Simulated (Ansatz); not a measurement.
Litharge PbO was calculated with B3LYP (VWN-RPA form) in Ansatz (plane waves, PAW).

Run with plane-wave cutoff 460 eV, 6×6×6 k mesh, Fermi–Dirac smearing 0.01 eV, scalar-relativistic PAW data made under PBE.

Cell (measured lattice):

```
CELL_PARAMETERS angstrom
      3.97500     0.00000     0.00000
      0.00000     3.97500     0.00000
      0.00000     0.00000     5.02300
ATOMIC_POSITIONS crystal
  Pb 0.50000 0.00000 0.76320
  Pb 0.00000 0.50000 0.23680
  O  0.50000 0.50000 0.00000
  O  0.00000 0.00000 0.00000
```

Question: Predict the band gap, smallest direct gap on the k points sampled and direct gap at Γ.

Answer: 
- band gap: 2.40 eV
- smallest direct gap on the k points sampled: 3.73 eV
- direct gap at Γ: 3.74 eV

Note: cell and atoms aren't relaxed at this level (pressure 4.3 GPa).

Spin–orbit coupling is not included; with these elements it can move the gap by several tenths of an eV or more.

Computed values are for the static lattice.

Cost on a shared machine: roughly 6 core-minutes.

Ansatz is an electronic-structure program.
